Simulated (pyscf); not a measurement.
Structures and frequencies: ωB97X-D3(BJ)/def2-SVP in PySCF.

Problem. `[SiH3][SiH]([SiH3])[SiH2][Cl]` + `[Cl][BH][Cl]` → `[SiH3][SiH]([SiH3])[SiH3]` + `[Cl][B]([Cl])[Cl]`
Surface: singlet. Broken: Cl–Si, B–H. Formed: H–Si, B–Cl. Give ΔE‡ and ΔE from ωB97X-D3(BJ)/def2-TZVP, relative to the separated reactants.

Solution. ΔE‡ = 20.9 kcal/mol, ΔE = +5.4 kcal/mol. ωB97M-D3(BJ)/def2-TZVP gives 23.1 kcal/mol and +4.2 kcal/mol. Zero-point energy shifts the barrier by +1.1 kcal/mol. It is a four-centre exchange, with an imaginary mode of 302i cm⁻¹. One saddle was located; it need not be the lowest between these sides.
